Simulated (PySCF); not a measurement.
# C₃H₃N₃: magnetic properties

What do calculations give for the magnetic properties of C₃H₃N₃ (`c1ncncn1`)?

Programs: PySCF 2.14.0, with routines of our own; each step states its level. All values are computed. Atoms count from 0.

## 1. The system as given

9 atoms, charge 0, multiplicity 1; geometry from: GFN2-xTB.

## 2. Optimising the geometry at PBE0-D3(BJ)/def2-SVP

The job: settings as JSON, then the geometry in Å.

```
{"job": {"xc": "PBE0", "basis": "def2-SVP", "d3": "d3bj", "grid": 1, "kind": "geom"}, "charge": 0, "multiplicity": 1}
C      1.154624    -0.539589    -0.197011
N      0.099437    -1.336126    -0.173266
C     -1.058754    -0.727143    -0.363486
N     -1.213986     0.569959    -0.568374
C     -0.091329     1.268498    -0.571822
N      1.119013     0.768150    -0.389975
H      2.125801    -0.994273    -0.045184
H     -1.951750    -1.339623    -0.349247
H     -0.169494     2.336141    -0.735684
```

Launch:

```bash
$ OMP_NUM_THREADS=1 python excited_run.py task.json out
```

The driver reads the jobs from task.json and runs them one after another.

Standard output:

```text
step   0  E = -279.84292706  max force = 0.010122
step   1  E = -279.84368411  max force = 0.001478
step   2  E = -279.84368952  max force = 0.000141
optimisation converged
```

It took 6.7 s on 1 thread of Arm Neoverse V1, shared host; peak memory 0.46 GiB.

Along the way:

```csv
step,energy from step 0 (eV),largest force component (eV/Å)
0,0.0000,0.5205
1,-0.0206,0.0760
2,-0.0207,0.0073
```

Distances of close pairs at the start and the end, largest changes first:

```csv
bond,before (Å),after (Å),change (Å)
C4–H8,1.083,1.097,+0.014
C2–H7,1.083,1.097,+0.014
C0–H6,1.083,1.097,+0.014
N3–C4,1.322,1.329,+0.007
C0–N1,1.322,1.330,+0.007
C4–N5,1.322,1.329,+0.007
N1–C2,1.322,1.329,+0.007
C2–N3,1.322,1.329,+0.007
```

The next job starts from the end point, and lists it.

```csv
at the end point,value
point group (found at 0.08 Å tolerance),D3h
"rotational constants (GHz, main isotopes)","6.500, 6.500, 3.250"
dipole moment (D),0.00
```

## 3. Magnetic properties: GIAO B3LYP/pcseg-1

The job: settings as JSON, then the geometry in Å.

```
{"job": {"kind": "mag", "xc": "B3LYP", "basis": "pcseg-1"}, "charge": 0, "multiplicity": 1}
C      1.154035    -0.586096    -0.203855
N      0.094426    -1.388689    -0.177664
C     -1.068214    -0.772731    -0.367973
N     -1.226941     0.531276    -0.572022
C     -0.095935     1.230064    -0.577356
N      1.122328     0.728492    -0.399338
H      2.137708    -1.047475    -0.050898
H     -1.973192    -1.392991    -0.355780
H     -0.174564     2.311963    -0.742333
```

With the program's defaults for keys left out, this is: GIAO B3LYP/pcseg-1 magnetisability, rotational g tensor and spin-rotation constants, non-relativistic, gas phase.

Standard output:

```text
coarse grid: 8304 points
cycle   1  E = -280.2263032480  dE =  1.128e+00  |g| = 4.436e-01  |ddm| = 3.316e+00
cycle   2  E = -280.1739627217  dE =  5.234e-02  |g| = 6.763e-01  |ddm| = 8.649e-01
cycle   3  E = -280.2699108520  dE = -9.595e-02  |g| = 4.087e-02  |ddm| = 4.866e-01
cycle   4  E = -280.2702398343  dE = -3.290e-04  |g| = 9.992e-03  |ddm| = 3.569e-02
cycle   5  E = -280.2702578980  dE = -1.806e-05  |g| = 3.125e-03  |ddm| = 9.764e-03
cycle   6  E = -280.2702604565  dE = -2.559e-06  |g| = 5.558e-04  |ddm| = 3.479e-03
final grid: 82720 points
cycle   7  E = -280.3136231422  dE = -2.095e-05  |g| = 3.405e-03  |ddm| = 1.557e-02
cycle   8  E = -280.3136221366  dE =  1.006e-06  |g| = 4.239e-03  |ddm| = 7.218e-03
cycle   9  E = -280.3136260384  dE = -3.902e-06  |g| = 7.116e-04  |ddm| = 3.679e-03
cycle  10  E = -280.3136261525  dE = -1.140e-07  |g| = 1.901e-04  |ddm| = 6.790e-04
cycle  11  E = -280.3136261577  dE = -5.253e-09  |g| = 1.074e-04  |ddm| = 1.991e-04
cycle  12  E = -280.3136261603  dE = -2.635e-09  |g| = 1.591e-05  |ddm| = 9.523e-05
cycle  13  E = -280.3136261604  dE = -5.554e-11  |g| = 2.672e-06  |ddm| = 1.296e-05
converged SCF energy = -280.3136261604

Magnetisability tensor (1e-30 J/T^2)
     -369.19       10.54       72.03
       10.54     -380.93     -122.69
       72.03     -122.69    -1201.21
isotropic -650.44   principal values   -1225.36   -363.00   -362.97
isotropic susceptibility -39.171 1e-6 cm^3/mol

Inertial axes            a          b          c
rot. const./GHz      6.5004     6.5000     3.2501
chi total           -21.860    -21.860    -73.793
chi diamagnetic    -244.534   -244.534   -428.680
chi paramagnetic    222.675    222.675    354.887
quadrupole/D A       -0.698     -0.698      1.397
g nuclear            0.5586     0.5585     0.5586
g electronic        -0.6800    -0.6800    -0.5419
g total             -0.1214    -0.1214     0.0167

Spin-rotation constants (kHz, H = +C I.J)
atom  isotope        aa         bb         cc
  1    14N        1.529      1.529      0.052
  3    14N        1.529      1.529      0.052
  5    14N        1.529      1.529      0.052
  6     1H        0.046      0.046     -0.251
  7     1H        0.046      0.046     -0.251
  8     1H        0.046      0.046     -0.251
  0    13C*       3.414      2.569      0.556
* in the singly substituted isotopologue
```

Wall time 6 s (1 thread of Arm Neoverse V1, shared host); peak memory 0.51 GiB.

From this job:

| quantity | value |
| --- | --- |
| magnetisability | -650·10⁻³⁰ J/T² |
| molar susceptibility | -39.2·10⁻⁶ cm³/mol |
| rotational g (a, b, c) | -0.1214, -0.1214, 0.0167 |

## 4. Magnetic properties: GIAO B3LYP/6-31G

Settings changed since step 3:

```diff
@@ -1,2 +1,2 @@
-{"job": {"kind": "mag", "xc": "B3LYP", "basis": "pcseg-1"}, "charge": 0, "multiplicity": 1}
+{"job": {"kind": "mag", "xc": "B3LYP", "basis": "6-31G"}, "charge": 0, "multiplicity": 1}
 C      1.154035    -0.586096    -0.203855
```

Method: GIAO B3LYP/6-31G magnetisability, rotational g tensor and spin-rotation constants, non-relativistic, gas phase.

Standard output:

```text
coarse grid: 8304 points
cycle   1  E = -280.2383770685  dE =  1.254e+00  |g| = 4.518e-01  |ddm| = 3.475e+00
cycle   2  E = -280.1663099657  dE =  7.207e-02  |g| = 7.512e-01  |ddm| = 1.316e+00
cycle   3  E = -280.2939203629  dE = -1.276e-01  |g| = 1.479e-02  |ddm| = 5.865e-01
cycle   4  E = -280.2939835192  dE = -6.316e-05  |g| = 5.053e-03  |ddm| = 4.256e-02
cycle   5  E = -280.2939888113  dE = -5.292e-06  |g| = 1.410e-03  |ddm| = 5.624e-03
final grid: 82720 points
cycle   6  E = -280.2467549154  dE = -9.831e-06  |g| = 2.838e-03  |ddm| = 1.433e-02
cycle   7  E = -280.2467537023  dE =  1.213e-06  |g| = 3.754e-03  |ddm| = 7.198e-03
cycle   8  E = -280.2467568843  dE = -3.182e-06  |g| = 1.002e-03  |ddm| = 4.413e-03
cycle   9  E = -280.2467571382  dE = -2.539e-07  |g| = 1.445e-04  |ddm| = 1.181e-03
cycle  10  E = -280.2467571418  dE = -3.552e-09  |g| = 9.363e-05  |ddm| = 2.050e-04
cycle  11  E = -280.2467571437  dE = -1.906e-09  |g| = 3.926e-06  |ddm| = 7.088e-05
cycle  12  E = -280.2467571437  dE = -3.411e-12  |g| = 1.421e-06  |ddm| = 5.358e-06
converged SCF energy = -280.2467571437

Magnetisability tensor (1e-30 J/T^2)
     -352.36       11.23       76.79
       11.23     -364.88     -130.82
       76.79     -130.82    -1239.52
isotropic -652.25   principal values   -1265.26   -345.77   -345.73
isotropic susceptibility -39.280 1e-6 cm^3/mol

Inertial axes            a          b          c
rot. const./GHz      6.5004     6.5000     3.2501
chi total           -20.822    -20.822    -76.196
chi diamagnetic    -244.467   -244.467   -429.406
chi paramagnetic    223.645    223.645    353.210
quadrupole/D A       -1.148     -1.148      2.296
g nuclear            0.5586     0.5585     0.5586
g electronic        -0.6830    -0.6829    -0.5393
g total             -0.1244    -0.1244     0.0193

Spin-rotation constants (kHz, H = +C I.J)
atom  isotope        aa         bb         cc
  1    14N        1.537      1.537      0.040
  3    14N        1.537      1.537      0.040
  5    14N        1.537      1.537      0.040
  6     1H        0.042      0.042     -0.283
  7     1H        0.042      0.042     -0.283
  8     1H        0.042      0.042     -0.283
  0    13C*       3.219      2.435      0.484
* in the singly substituted isotopologue
```

It took 3.9 s on 1 thread of Arm Neoverse V1, shared host; peak memory 0.52 GiB.

In short:

```csv
quantity,value
magnetisability,-652·10⁻³⁰ J/T²
molar susceptibility,-39.3·10⁻⁶ cm³/mol
"rotational g (a, b, c)","-0.1244, -0.1244, 0.0193"
```

## 5. The levels compared

```csv
level,ξ (10⁻³⁰ J/T²),g(a),g(b),gap (eV),functions,time
GIAO B3LYP/pcseg-1,-650,-0.1214,-0.1214,5.96,99,6 s
GIAO B3LYP/6-31G,-652,-0.1244,-0.1244,5.71,60,3.9 s
```

## 6. Outcome

| quantity | value |
| --- | --- |
| point group | D3h |
| rotational constants (main isotopes) | 6.50, 6.50, 3.25 GHz |
| magnetisability (step 3, GIAO B3LYP/pcseg-1) | -650·10⁻³⁰ J/T² |
| molar susceptibility (step 3, GIAO B3LYP/pcseg-1) | -39.2·10⁻⁶ cm³/mol |
| rotational g (a, b, c) (step 3, GIAO B3LYP/pcseg-1) | -0.1214, -0.1214, 0.0167 |
| magnetisability over the levels | -652 to -650·10⁻³⁰ J/T² |

**Reading.** Relaxing lowered the energy by 0.021 eV in 2 steps; the close pair that moved most is C4–H8, from 1.083 to 1.097 Å. The magnetisability spreads by 0.3 % over 2 levels, from GIAO B3LYP/6-31G (3.9 s) to GIAO B3LYP/pcseg-1 (6 s); the runs took 3.9 s to 6 s. Two levels can agree by chance, so this spread shows no convergence. Vibrational averaging and real surroundings are missing from these values.
